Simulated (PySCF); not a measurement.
Some computed properties have been withheld. Give your best values.

C6H9 (doublet state).
SMILES: `[CH2]C#CCCC`

Conformer (atom-mapped SMILES and torsion angles): `[CH2:1][C:2]#[C:3][CH2:4][CH2:5][CH3:6]`: C3–C4–C5–C6 66°.

```csv
property,level,value
point group of the GFN2-xTB geometry,GFN2-xTB,C1
"rotational constants A, B, C of the GFN2-xTB geometry",GFN2-xTB,?
isotropic g value,"unrestricted B3LYP/pcH-1, mean-field spin–orbit",?
spin squared ⟨S²⟩,unrestricted B3LYP/pcH-1,0.768
largest isotropic hyperfine couplings (means over sets of like nuclei),unrestricted B3LYP/pcH-1,?
```

Gas-phase values; electronic properties from PySCF, density fitting. The structure is a single GFN2-xTB conformer in the gas phase; no vibrational or solvent corrections. Hyperfine couplings depend on the geometry, which wasn't re-optimised at a DFT level. Couplings of like nuclei are plain means over topologically equivalent atoms, as if these changed places fast (by rotation of a methyl-like group, say); in this geometry the members of some sets differ.

What are the largest isotropic hyperfine couplings (means over sets of like nuclei)?

13C -64.1, 13C +62.5, 1H +59.2 (×2), 1H -52.1, 1H -52.0 MHz.

The rotational constants A, B, C of the GFN2-xTB geometry?

8.134, 1.717, 1.512 GHz.

What is the isotropic g value?

2.00276.

With B = h/(8π²I), that is 505.379 GHz u Å² over I, the principal moments of inertia are 62.1, 294.4 and 334.2 u Å² (most abundant isotopes). At 9.50 GHz, hν = g·μB·B₀ (B₀ the magnetic field) puts the centre of the isotropic spectrum, to first order, at 338.9 mT. The rotational constants make it an asymmetric top with κ = (2B − A − C)/(A − C) = -0.94, nearer the prolate limit (−1).
